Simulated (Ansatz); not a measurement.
# AlC2 (doublet): wave-function methods side by side at distance C1–Al2 = 1.701 Å, cc-pVDZ

The task here is to estimate one member of a computed series from the others.

Method: cc-pVDZ, core rule «outside noble gas», up to 7 orbitals frozen; program: Ansatz 0.2.0, Gaussian basis.

Plan: UHF; CCSD(T) on UHF; BCCD(T) on ROHF; CISD; CCSDT(Q) on ROHF; CCSDT(Q) on UHF; CASSCF and MRCISD+Q, 3 electrons in 3 orbitals; CASSCF and NEVPT2, 3 electrons in 3 orbitals; CASSCF and MRCISD+Q, 9 electrons in 9 orbitals; CASSCF and NEVPT4(SD), 9 electrons in 9 orbitals; CASSCF and NEVPT2, 9 electrons in 9 orbitals.

47 further runs of the same task are left out: 18 for a known fault of the program, 1 for a mislabelled method, 20 that didn't finish, 8 set aside as unsound or not needed.

## The system

The geometry derives from a PBE0/def2-TZVP stationary point (not a proven minimum). One bond is set to the value named and the two fragments are kept rigid.

3 atoms, charge 0, spin multiplicity 2.

Atoms are counted from 1 here; the program's logs count them from 0.

Bond lengths: C1–Al2 1.701 Å, Al2–C3 1.920 Å. Angles: C1–Al2–C3 180.0°.

Geometry (Å):

```xyz
3

C     0.0000    0.0000    1.7740
Al    0.0000    0.0000    0.0730
C     0.0000    0.0000   -1.8470
```

The first run:

in.yaml reads:

```yaml
crystal:
  periodic: [false, false, false]
  atoms:
    - {symbol: C, position_ang: [0.000000, 0.000000, 1.774017]}
    - {symbol: Al, position_ang: [0.000000, 0.000000, 0.073017]}
    - {symbol: C, position_ang: [0.000000, 0.000000, -1.847033]}
basis:
  gaussian: {orbitals: cc-pVDZ}
magnetization: {spin_polarized: true, initial_magnetization: 1}
hamiltonian: {xc: hf}
output: {orbitals: {seedname: orbitals}}
```

Started as:

```
$ ansatz run in.yaml --threads 1 --pin off --events-out ev --progress --plain --max-ram 2393MiB
```

Steps of the session up to this table: UHF; CCSD(T) on UHF; BCCD(T) on ROHF; CISD; CCSDT(Q) on ROHF; CCSDT(Q) on UHF; CASSCF and MRCISD+Q, 3 electrons in 3 orbitals; CASSCF and NEVPT2, 3 electrons in 3 orbitals; CASSCF and MRCISD+Q, 9 electrons in 9 orbitals; CASSCF and NEVPT4(SD), 9 electrons in 9 orbitals; CASSCF and NEVPT2, 9 electrons in 9 orbitals.

One of the session's tables, all rows but one given; the rest of the session is left out.

```
             method  from UCCSDT(Q) (meV)
                UHF               +6912.3
               UMP2               +1772.5
              UCCSD                +591.2
           UCCSD(T)                +246.0
            BCCD(T)                +366.6
             UCCSDT                 +95.5
          UCCSDT(Q)                     0
        CASSCF pair               +8790.8
        NEVPT2 pair               +2941.9
        MRCISD pair               +2361.1
      MRCISD+Q pair               +1184.3
    CASSCF frontier               +5700.7
    NEVPT2 frontier               +1394.0
NEVPT4(SD) frontier                +281.3
    MRCISD frontier                     ?
  MRCISD+Q frontier                +198.8
```

Q: Estimate the row for MRCISD frontier from the others.

**Answer.** from UCCSDT(Q) (meV): +717.5. In the column «from UCCSDT(Q) (meV)» it lies between UCCSD (+591.2) and MRCISD+Q pair (+1184.3).

Not comparable, so not listed: CISD; CCSDT(Q) on ROHF (they don't share determinant, frozen orbitals or solution with the rows shown, or repeat one).

Limits of these values: The determinant is far from a pure spin state, so its energy mixes those of several spin states (harmless only where they are near-degenerate, as at dissociation). The report flags that the cluster equations may have other roots. The program flags BCCD(T) as in doubt, so those rows may rest on another solution; read them beside their warnings. Warnings: spin contamination; coupled cluster took another determinant than the lowest.
